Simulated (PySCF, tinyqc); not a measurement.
Worked calculation: RKS/PBE0 in the sto-3g basis, for CH+, spin multiplicity 1. The lowest restricted solution is unstable here: a spin-polarised one lies 0.0071 hartree lower (PySCF). One step of it, computed by the program tinyqc.

Question. Iteration 2: diagonalisation and new density. Diagonalise F' = X^T F X, C = X C', fill 3 alpha and 3 beta electrons from the bottom; D = 2 C_occ C_occ^T; the new density keeps 0.7 of the old one (damping). Each column has its largest component positive (the first on a tie).

Kohn-Sham matrix F (hartree), order 1C 1s, 1C 2s, 1C 2px, 1C 2py, 1C 2pz, 2H 1s:
$$\begin{pmatrix}
-13.590536 & -3.326682 & 0.000000 & 0.000000 & -0.002556 & -0.986400 \\
-3.326682 & -2.117104 & 0.000000 & 0.000000 & -0.042769 & -0.967888 \\
0.000000 & 0.000000 & -1.097124 & -0.003527 & 0.000000 & 0.000000 \\
0.000000 & 0.000000 & -0.003527 & -1.073878 & 0.000000 & 0.000000 \\
-0.002556 & -0.042769 & 0.000000 & 0.000000 & -1.066714 & -0.574062 \\
-0.986400 & -0.967888 & 0.000000 & 0.000000 & -0.574062 & -0.842067
\end{pmatrix}$$

X, order 1C 1s, 1C 2s, 1C 2px, 1C 2py, 1C 2pz, 2H 1s:
$$\begin{pmatrix}
1.025776 & -0.144287 & 0.000000 & 0.000000 & -0.013578 & 0.027652 \\
-0.144287 & 1.209089 & 0.000000 & 0.000000 & 0.167340 & -0.424016 \\
0.000000 & 0.000000 & 1.000000 & 0.000000 & 0.000000 & 0.000000 \\
0.000000 & 0.000000 & 0.000000 & 1.000000 & 0.000000 & 0.000000 \\
-0.013578 & 0.167340 & 0.000000 & 0.000000 & 1.151493 & -0.385019 \\
0.027652 & -0.424016 & 0.000000 & 0.000000 & -0.385019 & 1.330764
\end{pmatrix}$$

D after iteration 1, order 1C 1s, 1C 2s, 1C 2px, 1C 2py, 1C 2pz, 2H 1s:
$$\begin{pmatrix}
0.645871 & -0.224042 & 0.000000 & 0.000000 & -0.045309 & 0.133007 \\
-0.224042 & 1.313081 & 0.000000 & 0.000000 & 0.514974 & -1.385117 \\
0.000000 & 0.000000 & 1.987015 & 0.087306 & 0.000000 & 0.000000 \\
0.000000 & 0.000000 & 0.087306 & 1.412985 & 0.000000 & 0.000000 \\
-0.045309 & 0.514974 & 0.000000 & 0.000000 & 0.448525 & -1.130085 \\
0.133007 & -1.385117 & 0.000000 & 0.000000 & -1.130085 & 2.857959
\end{pmatrix}$$

overlap S, order 1C 1s, 1C 2s, 1C 2px, 1C 2py, 1C 2pz, 2H 1s:
$$\begin{pmatrix}
1.000000 & 0.248362 & 0.000000 & 0.000000 & 0.000000 & 0.072816 \\
0.248362 & 1.000000 & 0.000000 & 0.000000 & 0.000000 & 0.529917 \\
0.000000 & 0.000000 & 1.000000 & 0.000000 & 0.000000 & 0.000000 \\
0.000000 & 0.000000 & 0.000000 & 1.000000 & 0.000000 & 0.000000 \\
0.000000 & 0.000000 & 0.000000 & 0.000000 & 1.000000 & 0.489133 \\
0.072816 & 0.529917 & 0.000000 & 0.000000 & 0.489133 & 1.000000
\end{pmatrix}$$

Give: F' = X^T F X; orbital energies; coefficients C; D after iteration 2.

Answer.

F' = X^T F X (hartree):
$$\begin{pmatrix}
-13.4083 & -1.4654 & 0.0000 & 0.0000 & 0.0031 & -0.2266 \\
-1.4654 & -1.4625 & 0.0000 & 0.0000 & 0.0527 & -0.3604 \\
0.0000 & 0.0000 & -1.0971 & -0.0035 & 0.0000 & 0.0000 \\
0.0000 & 0.0000 & -0.0035 & -1.0739 & 0.0000 & 0.0000 \\
0.0031 & 0.0527 & 0.0000 & 0.0000 & -0.9789 & -0.2613 \\
-0.2266 & -0.3604 & 0.0000 & 0.0000 & -0.2613 & -0.3683
\end{pmatrix}$$

orbital energies (hartree): MO1 -13.5908, MO2 -1.3942, MO3 -1.0976, MO4 -1.0734, MO5 -1.0630, MO6 -0.1699

coefficients C, order 1C 1s, 1C 2s, 1C 2px, 1C 2py, 1C 2pz, 2H 1s:
$$\begin{pmatrix}
1.0013 & -0.2502 & 0.0000 & 0.0000 & 0.0372 & 0.0864 \\
-0.0061 & 1.0244 & 0.0000 & 0.0000 & -0.1735 & -0.7817 \\
0.0000 & 0.0000 & 0.9892 & -0.1468 & 0.0000 & 0.0000 \\
0.0000 & 0.0000 & 0.1468 & 0.9892 & 0.0000 & 0.0000 \\
-0.0015 & 0.1325 & 0.0000 & 0.0000 & 0.9562 & -0.7553 \\
0.0035 & -0.0019 & 0.0000 & 0.0000 & 0.0695 & 1.4474
\end{pmatrix}$$

D after iteration 2, order 1C 1s, 1C 2s, 1C 2px, 1C 2py, 1C 2pz, 2H 1s:
$$\begin{pmatrix}
1.0912 & -0.3143 & 0.0000 & 0.0000 & -0.0525 & 0.0955 \\
-0.3143 & 1.5488 & 0.0000 & 0.0000 & 0.4419 & -0.9708 \\
0.0000 & 0.0000 & 1.9780 & 0.1482 & 0.0000 & 0.0000 \\
0.0000 & 0.0000 & 0.1482 & 1.0020 & 0.0000 & 0.0000 \\
-0.0525 & 0.4419 & 0.0000 & 0.0000 & 0.3245 & -0.7912 \\
0.0955 & -0.9708 & 0.0000 & 0.0000 & -0.7912 & 2.0006
\end{pmatrix}$$
